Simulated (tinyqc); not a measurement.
UHF in the sto-3g basis, for NH3+, spin multiplicity 2, step by step (part 2 of 2). Computed by tinyqc, a small Python program that keeps every step (integrals from PySCF). Command: `OMP_NUM_THREADS=1 python tinyqc.py 23055 23056 out.jsonl` (the two numbers bound the seeds that draw the settings). One thread of a shared host (Intel(R) Xeon(R) Processor @ 2.60GHz), about 0.2 s of CPU time with the checks.

Geometry (angstrom):
```
atom,x,y,z
N,0.0000,0.0000,0.1310
H,1.1700,0.0000,0.0000
H,-0.5850,1.0140,0.0000
H,-0.5850,-1.0140,0.0000
```

## Iteration 2: building the Fock matrix

D(alpha) after iteration 1, lower triangle:
```
,1N 1s,1N 2s,1N 2px,1N 2py,1N 2pz,2H 1s,3H 1s,4H 1s
1N 1s,1.0488
1N 2s,-0.1999,0.8367
1N 2px,0.0000,-0.0002,0.5750
1N 2py,0.0000,0.0000,0.0000,0.5751
1N 2pz,-0.0134,0.0756,0.0000,0.0000,0.9837
2H 1s,-0.0233,0.0767,0.2495,0.0000,-0.0448,0.1180
3H 1s,-0.0233,0.0768,-0.1247,0.2160,-0.0448,-0.0443,0.1180
4H 1s,-0.0233,0.0768,-0.1247,-0.2160,-0.0448,-0.0443,-0.0443,0.1180
```

D(beta) after iteration 1, lower triangle:
```
,1N 1s,1N 2s,1N 2px,1N 2py,1N 2pz,2H 1s,3H 1s,4H 1s
1N 1s,1.0468
1N 2s,-0.1917,0.8107
1N 2px,0.0000,-0.0002,0.5601
1N 2py,0.0000,0.0000,0.0000,0.5601
1N 2pz,0.0053,-0.0222,-0.0001,0.0000,0.0006
2H 1s,-0.0274,0.0856,0.2543,0.0000,-0.0024,0.1246
3H 1s,-0.0274,0.0858,-0.1271,0.2201,-0.0023,-0.0486,0.1245
4H 1s,-0.0274,0.0858,-0.1271,-0.2201,-0.0023,-0.0486,-0.0486,0.1245
```

core Hamiltonian H = T + V (hartree), lower triangle:
```
,1N 1s,1N 2s,1N 2px,1N 2py,1N 2pz,2H 1s,3H 1s,4H 1s
1N 1s,-25.5432
1N 2s,-5.8782,-7.5934
1N 2px,0.0000,-0.0002,-6.2900
1N 2py,0.0000,0.0000,0.0000,-6.2900
1N 2pz,0.0039,0.0474,0.0000,0.0000,-6.1550
2H 1s,-0.9974,-2.5078,-2.0184,0.0000,0.2362,-4.0869
3H 1s,-0.9959,-2.5051,1.0077,-1.7468,0.2359,-0.6383,-4.0852
4H 1s,-0.9959,-2.5051,1.0077,1.7468,0.2359,-0.6383,-0.6371,-4.0852
```

nuclear repulsion = 10.218718 hartree

Given earlier and not repeated: Two-electron integrals (ij|kl) in chemists' order.

J_ij = sum D_kl (ij|kl) with D = D(alpha) + D(beta), K_ij = sum D_kl (ik|jl) for each spin; F = H + J - K(s); E = tr D H + tr D J / 2 - 0.5 sum_s tr D(s) K(s) + E_nn.

Coulomb J (hartree), lower triangle:
```
,1N 1s,1N 2s,1N 2px,1N 2py,1N 2pz,2H 1s,3H 1s,4H 1s
1N 1s,14.2029
1N 2s,2.6223,6.4465
1N 2px,0.0000,0.0001,6.4666
1N 2py,0.0000,0.0000,0.0000,6.4666
1N 2pz,-0.0013,-0.0190,0.0000,0.0000,6.3857
2H 1s,0.4433,2.1095,1.8344,0.0000,-0.2090,3.8818
3H 1s,0.4426,2.1072,-0.9159,1.5875,-0.2087,0.5273,3.8802
4H 1s,0.4426,2.1072,-0.9159,-1.5875,-0.2087,0.5273,0.5263,3.8802
```

exchange K(alpha) (hartree), lower triangle:
```
,1N 1s,1N 2s,1N 2px,1N 2py,1N 2pz,2H 1s,3H 1s,4H 1s
1N 1s,4.2526
1N 2s,0.7181,1.1410
1N 2px,0.0000,0.0000,0.8637
1N 2py,0.0000,0.0000,0.0000,0.8636
1N 2pz,0.0000,0.0141,0.0000,0.0000,0.9760
2H 1s,0.1277,0.4181,0.3560,0.0000,-0.0436,0.4322
3H 1s,0.1275,0.4177,-0.1778,0.3082,-0.0436,0.0889,0.4318
4H 1s,0.1275,0.4177,-0.1778,-0.3082,-0.0436,0.0889,0.0887,0.4318
```

exchange K(beta) (hartree), lower triangle:
```
,1N 1s,1N 2s,1N 2px,1N 2py,1N 2pz,2H 1s,3H 1s,4H 1s
1N 1s,4.2289
1N 2s,0.6861,0.9786
1N 2px,0.0000,0.0000,0.8146
1N 2py,0.0000,0.0000,0.0000,0.8146
1N 2pz,-0.0007,-0.0325,-0.0001,0.0000,0.2174
2H 1s,0.1207,0.3816,0.3490,0.0000,-0.0226,0.4245
3H 1s,0.1206,0.3812,-0.1743,0.3021,-0.0225,0.0793,0.4240
4H 1s,0.1206,0.3812,-0.1743,-0.3021,-0.0225,0.0793,0.0791,0.4240
```

F(alpha) (hartree), lower triangle:
```
,1N 1s,1N 2s,1N 2px,1N 2py,1N 2pz,2H 1s,3H 1s,4H 1s
1N 1s,-15.5929
1N 2s,-3.9739,-2.2879
1N 2px,0.0000,-0.0002,-0.6871
1N 2py,0.0000,0.0000,0.0000,-0.6870
1N 2pz,0.0026,0.0143,0.0000,0.0000,-0.7453
2H 1s,-0.6818,-0.8164,-0.5400,0.0000,0.0709,-0.6373
3H 1s,-0.6808,-0.8156,0.2697,-0.4674,0.0708,-0.1999,-0.6368
4H 1s,-0.6808,-0.8156,0.2697,0.4674,0.0708,-0.1999,-0.1995,-0.6368
```

F(beta) (hartree), lower triangle:
```
,1N 1s,1N 2s,1N 2px,1N 2py,1N 2pz,2H 1s,3H 1s,4H 1s
1N 1s,-15.5692
1N 2s,-3.9419,-2.1255
1N 2px,0.0000,-0.0002,-0.6380
1N 2py,0.0000,0.0000,0.0000,-0.6379
1N 2pz,0.0033,0.0608,0.0001,0.0000,0.0132
2H 1s,-0.6748,-0.7799,-0.5330,0.0000,0.0498,-0.6296
3H 1s,-0.6738,-0.7791,0.2662,-0.4614,0.0497,-0.1903,-0.6290
4H 1s,-0.6738,-0.7791,0.2662,0.4614,0.0497,-0.1903,-0.1899,-0.6290
```

total energy of this density = -55.120602 hartree

## Iteration 2: diagonalisation and new density

X, lower triangle:
```
,1N 1s,1N 2s,1N 2px,1N 2py,1N 2pz,2H 1s,3H 1s,4H 1s
1N 1s,1.0244
1N 2s,-0.1450,1.2460
1N 2px,0.0000,0.0002,1.1069
1N 2py,0.0000,0.0000,0.0000,1.1068
1N 2pz,0.0024,-0.0232,0.0000,0.0000,1.0024
2H 1s,0.0202,-0.2365,-0.2438,0.0000,0.0246,1.1495
3H 1s,0.0202,-0.2362,0.1217,-0.2110,0.0245,-0.0314,1.1492
4H 1s,0.0202,-0.2362,0.1217,0.2110,0.0245,-0.0314,-0.0314,1.1492
```

Diagonalise F' = X^T F X, C = X C', fill 5 alpha and 4 beta electrons from the bottom; D(s) = C_occ C_occ^T. Each column has its largest component positive (the first on a tie).

F' = X^T F X (alpha) (hartree), lower triangle:
```
,1,2,3,4,5,6,7,8
1,-15.3018
2,-2.0565,-1.3153
3,0.0000,0.0001,-0.4439
4,0.0000,0.0000,0.0000,-0.4440
5,0.0099,-0.0311,0.0000,0.0000,-0.7393
6,-0.0691,-0.3773,-0.4427,0.0000,0.0508,-0.2483
7,-0.0688,-0.3768,0.2211,-0.3831,0.0507,-0.0436,-0.2485
8,-0.0688,-0.3768,0.2211,0.3831,0.0507,-0.0436,-0.0435,-0.2485
```

orbital energies (alpha) (hartree): MO1 -15.6009, MO2 -1.3931, MO3 -0.8793, MO4 -0.8793, MO5 -0.7496, MO6 0.0515, MO7 0.2303, MO8 0.2306

coefficients C (alpha):
```
,MO1,MO2,MO3,MO4,MO5,MO6,MO7,MO8
1N 1s,0.9935,-0.2383,0.0001,0.0000,-0.0227,-0.1652,0.0000,-0.0004
1N 2s,0.0291,0.8678,-0.0005,0.0000,0.1146,0.9872,0.0000,0.0024
1N 2px,0.0000,0.0002,0.6760,0.0000,0.0001,-0.0015,0.0000,0.9259
1N 2py,0.0000,0.0000,0.0000,0.6760,0.0000,0.0000,0.9258,0.0000
1N 2pz,-0.0008,-0.0248,-0.0001,0.0000,0.9898,-0.1639,0.0000,-0.0004
2H 1s,-0.0051,0.1172,0.4139,0.0000,-0.0488,-0.6572,0.0000,-0.9057
3H 1s,-0.0051,0.1170,-0.2070,0.3584,-0.0488,-0.6598,-0.7829,0.4507
4H 1s,-0.0051,0.1170,-0.2070,-0.3584,-0.0488,-0.6598,0.7829,0.4507
```

F' = X^T F X (beta) (hartree), lower triangle:
```
,1,2,3,4,5,6,7,8
1,-15.2829
2,-2.0466,-1.1356
3,0.0000,0.0001,-0.3897
4,0.0000,0.0000,0.0000,-0.3897
5,0.0043,0.0232,0.0000,0.0000,0.0176
6,-0.0690,-0.3737,-0.4456,0.0000,0.0355,-0.2514
7,-0.0687,-0.3733,0.2225,-0.3856,0.0354,-0.0424,-0.2516
8,-0.0687,-0.3733,0.2225,0.3856,0.0354,-0.0424,-0.0423,-0.2516
```

orbital energies (beta) (hartree): MO1 -15.5759, MO2 -1.2658, MO3 -0.8523, MO4 -0.8523, MO5 0.0020, MO6 0.1026, MO7 0.2533, MO8 0.2535

coefficients C (beta):
```
,MO1,MO2,MO3,MO4,MO5,MO6,MO7,MO8
1N 1s,0.9941,-0.2270,0.0001,0.0000,-0.0809,-0.1591,0.0000,-0.0004
1N 2s,0.0264,0.8125,-0.0005,0.0000,0.4469,0.9386,0.0000,0.0028
1N 2px,0.0000,0.0002,0.6511,0.0000,-0.0004,-0.0018,0.0000,0.9435
1N 2py,0.0000,0.0000,0.0000,0.6511,0.0000,0.0000,0.9434,0.0000
1N 2pz,-0.0009,-0.0368,-0.0001,0.0000,0.8883,-0.4656,0.0000,-0.0006
2H 1s,-0.0047,0.1525,0.4378,0.0000,-0.2464,-0.6032,0.0000,-0.8946
3H 1s,-0.0047,0.1522,-0.2189,0.3791,-0.2472,-0.6060,-0.7731,0.4448
4H 1s,-0.0047,0.1522,-0.2189,-0.3791,-0.2472,-0.6060,0.7731,0.4448
```

D(alpha) after iteration 2, lower triangle:
```
,1N 1s,1N 2s,1N 2px,1N 2py,1N 2pz,2H 1s,3H 1s,4H 1s
1N 1s,1.0443
1N 2s,-0.1805,0.7671
1N 2px,0.0000,-0.0001,0.4569
1N 2py,0.0000,0.0000,0.0000,0.4569
1N 2pz,-0.0174,0.0919,0.0000,0.0000,0.9803
2H 1s,-0.0319,0.0958,0.2798,0.0000,-0.0512,0.1875
3H 1s,-0.0319,0.0959,-0.1399,0.2423,-0.0512,-0.0695,0.1874
4H 1s,-0.0319,0.0959,-0.1399,-0.2423,-0.0512,-0.0695,-0.0695,0.1874
```

D(beta) after iteration 2, lower triangle:
```
,1N 1s,1N 2s,1N 2px,1N 2py,1N 2pz,2H 1s,3H 1s,4H 1s
1N 1s,1.0398
1N 2s,-0.1581,0.6609
1N 2px,0.0000,-0.0001,0.4240
1N 2py,0.0000,0.0000,0.0000,0.4240
1N 2pz,0.0075,-0.0299,0.0000,0.0000,0.0014
2H 1s,-0.0392,0.1235,0.2851,0.0000,-0.0056,0.2149
3H 1s,-0.0392,0.1237,-0.1425,0.2468,-0.0056,-0.0726,0.2149
4H 1s,-0.0392,0.1237,-0.1425,-0.2468,-0.0056,-0.0726,-0.0726,0.2149
```

## Iteration 11 (converged): orbitals

converged F(alpha) (hartree), lower triangle:
```
,1N 1s,1N 2s,1N 2px,1N 2py,1N 2pz,2H 1s,3H 1s,4H 1s
1N 1s,-15.8655
1N 2s,-4.0322,-2.4155
1N 2px,0.0000,-0.0001,-0.7984
1N 2py,0.0000,0.0000,0.0000,-0.7984
1N 2pz,0.0015,0.0014,0.0000,0.0000,-0.8823
2H 1s,-0.6907,-0.8496,-0.5652,0.0000,0.0706,-0.6606
3H 1s,-0.6897,-0.8488,0.2822,-0.4892,0.0706,-0.2044,-0.6599
4H 1s,-0.6897,-0.8488,0.2822,0.4892,0.0706,-0.2044,-0.2040,-0.6599
```

converged F(beta) (hartree), lower triangle:
```
,1N 1s,1N 2s,1N 2px,1N 2py,1N 2pz,2H 1s,3H 1s,4H 1s
1N 1s,-15.8334
1N 2s,-3.9947,-2.1970
1N 2px,0.0000,-0.0002,-0.6891
1N 2py,0.0000,0.0000,0.0000,-0.6890
1N 2pz,0.0018,0.0710,0.0001,0.0000,-0.1076
2H 1s,-0.6831,-0.8170,-0.5645,0.0000,0.0594,-0.7086
3H 1s,-0.6820,-0.8163,0.2819,-0.4886,0.0593,-0.1996,-0.7081
4H 1s,-0.6820,-0.8163,0.2819,0.4886,0.0593,-0.1996,-0.1993,-0.7081
```

As before.

F' = X^T F X (alpha) (hartree), lower triangle:
```
,1,2,3,4,5,6,7,8
1,-15.5738
2,-2.0675,-1.4460
3,0.0000,0.0001,-0.5616
4,0.0000,0.0000,0.0000,-0.5617
5,0.0103,-0.0431,0.0000,0.0000,-0.8764
6,-0.0697,-0.3834,-0.4424,0.0000,0.0501,-0.2605
7,-0.0695,-0.3830,0.2210,-0.3829,0.0500,-0.0415,-0.2606
8,-0.0695,-0.3830,0.2210,0.3829,0.0500,-0.0415,-0.0414,-0.2606
```

orbital energies (alpha) (hartree): MO1 -15.8731, MO2 -1.5020, MO3 -0.9584, MO4 -0.9583, MO5 -0.8869, MO6 0.0223, MO7 0.1775, MO8 0.1777

coefficients C (alpha):
```
,MO1,MO2,MO3,MO4,MO5,MO6,MO7,MO8
1N 1s,0.9937,-0.2432,0.0001,0.0000,-0.0155,-0.1577,0.0000,0.0004
1N 2s,0.0284,0.9005,-0.0005,0.0000,0.0850,0.9605,0.0000,-0.0024
1N 2px,0.0000,0.0002,0.7166,0.0000,0.0002,-0.0014,0.0000,-0.8949
1N 2py,0.0000,0.0000,0.0000,0.7166,0.0000,0.0000,0.8947,0.0000
1N 2pz,-0.0007,-0.0049,-0.0003,0.0000,0.9914,-0.1559,0.0000,0.0004
2H 1s,-0.0050,0.0955,0.3732,0.0000,-0.0464,-0.6608,0.0000,0.9233
3H 1s,-0.0050,0.0954,-0.1866,0.3232,-0.0465,-0.6634,-0.7981,-0.4595
4H 1s,-0.0050,0.0954,-0.1866,-0.3232,-0.0465,-0.6634,0.7981,-0.4595
```

F' = X^T F X (beta) (hartree), lower triangle:
```
,1,2,3,4,5,6,7,8
1,-15.5464
2,-2.0620,-1.1858
3,0.0000,0.0001,-0.4329
4,0.0000,0.0000,0.0000,-0.4329
5,0.0017,0.0318,0.0000,0.0000,-0.1029
6,-0.0689,-0.3850,-0.4557,0.0000,0.0391,-0.3241
7,-0.0687,-0.3846,0.2276,-0.3944,0.0391,-0.0406,-0.3243
8,-0.0687,-0.3846,0.2276,0.3944,0.0391,-0.0406,-0.0405,-0.3243
```

orbital energies (beta) (hartree): MO1 -15.8395, MO2 -1.3412, MO3 -0.9212, MO4 -0.9211, MO5 -0.1093, MO6 0.0495, MO7 0.2044, MO8 0.2046

coefficients C (beta):
```
,MO1,MO2,MO3,MO4,MO5,MO6,MO7,MO8
1N 1s,0.9944,-0.2239,0.0001,0.0000,-0.0530,-0.1728,0.0000,-0.0004
1N 2s,0.0252,0.7999,-0.0005,0.0000,0.2766,1.0122,0.0000,0.0026
1N 2px,0.0000,0.0003,0.6364,0.0000,-0.0001,-0.0018,0.0000,0.9535
1N 2py,0.0000,0.0000,0.0000,0.6364,0.0000,0.0000,0.9534,0.0000
1N 2pz,-0.0007,-0.0469,0.0000,0.0000,0.9584,-0.2940,0.0000,-0.0005
2H 1s,-0.0045,0.1599,0.4515,0.0000,-0.1287,-0.6371,0.0000,-0.8876
3H 1s,-0.0045,0.1597,-0.2259,0.3911,-0.1289,-0.6397,-0.7671,0.4415
4H 1s,-0.0045,0.1597,-0.2259,-0.3911,-0.1289,-0.6397,0.7671,0.4415
```

D(alpha) after iteration 11, lower triangle:
```
,1N 1s,1N 2s,1N 2px,1N 2py,1N 2pz,2H 1s,3H 1s,4H 1s
1N 1s,1.0468
1N 2s,-0.1922,0.8189
1N 2px,0.0000,-0.0002,0.5135
1N 2py,0.0000,0.0000,0.0000,0.5135
1N 2pz,-0.0149,0.0798,0.0000,0.0000,0.9828
2H 1s,-0.0275,0.0817,0.2675,0.0000,-0.0465,0.1506
3H 1s,-0.0275,0.0819,-0.1337,0.2316,-0.0465,-0.0583,0.1505
4H 1s,-0.0275,0.0819,-0.1337,-0.2316,-0.0465,-0.0583,-0.0583,0.1505
```

D(beta) after iteration 11, lower triangle:
```
,1N 1s,1N 2s,1N 2px,1N 2py,1N 2pz,2H 1s,3H 1s,4H 1s
1N 1s,1.0390
1N 2s,-0.1540,0.6404
1N 2px,0.0000,-0.0001,0.4050
1N 2py,0.0000,0.0000,0.0000,0.4050
1N 2pz,0.0098,-0.0375,0.0000,0.0000,0.0022
2H 1s,-0.0402,0.1276,0.2874,0.0000,-0.0075,0.2295
3H 1s,-0.0402,0.1278,-0.1437,0.2489,-0.0075,-0.0764,0.2295
4H 1s,-0.0402,0.1278,-0.1437,-0.2489,-0.0075,-0.0764,-0.0764,0.2295
```

## Convergence

Stop when the energy changes by less than 1e-10 hartree and every element of the error matrix X^T (F D S - S D F) X (for each spin) is below 3e-06.

Course of the cycle:
```
iteration,E (hartree),change,largest element of the error matrix
1,-51.404879,-,4.00e-01
2,-55.120602,-3.72e+00,9.61e-02
3,-55.169624,-4.90e-02,2.28e-02
4,-55.171884,-2.26e-03,5.96e-03
5,-55.172559,-6.74e-04,3.48e-03
6,-55.172763,-2.04e-04,1.04e-03
7,-55.172782,-1.99e-05,2.24e-04
8,-55.172783,-2.42e-07,8.80e-05
9,-55.172783,-5.99e-08,1.63e-05
10,-55.172783,-2.91e-09,2.09e-06
11,-55.172783,-6.24e-11,1.23e-06
```

PySCF UHF in the same basis, after a stability check = -55.172783 hartree

Converged in 11 iterations.

## Populations, bond orders and dipole

overlap S, lower triangle:
```
,1N 1s,1N 2s,1N 2px,1N 2py,1N 2pz,2H 1s,3H 1s,4H 1s
1N 1s,1.0000
1N 2s,0.2350,1.0000
1N 2px,0.0000,0.0000,1.0000
1N 2py,0.0000,0.0000,0.0000,1.0000
1N 2pz,0.0000,0.0000,0.0000,0.0000,1.0000
2H 1s,0.0395,0.3974,0.3759,0.0000,-0.0421,1.0000
3H 1s,0.0395,0.3970,-0.1877,0.3254,-0.0420,0.1141,1.0000
4H 1s,0.0395,0.3970,-0.1877,-0.3254,-0.0420,0.1141,0.1138,1.0000
```

Mulliken: Z minus the diagonal of D S on the atom; Loewdin: the same with S^(1/2) D S^(1/2); Mayer order: 2 sum_s sum (D(s) S)_ij (D(s) S)_ji over the two atoms.

Charges (e):
```
atom,Mulliken,Loewdin,Mulliken spin
1N,-0.0783,0.1291,1.2952
2H,0.3593,0.2901,-0.0983
3H,0.3595,0.2904,-0.0984
4H,0.3595,0.2904,-0.0984
```

Mayer bond orders:
```
pair,order
2-1,0.8284
3-1,0.8282
3-2,0.0164
4-1,0.8282
4-2,0.0164
4-3,0.0165
```

dipole moment about the origin, x y z (debye): -0.0009  0.0000  -0.0117

<S^2> of the determinant (pure state: 0.75) = 0.7738
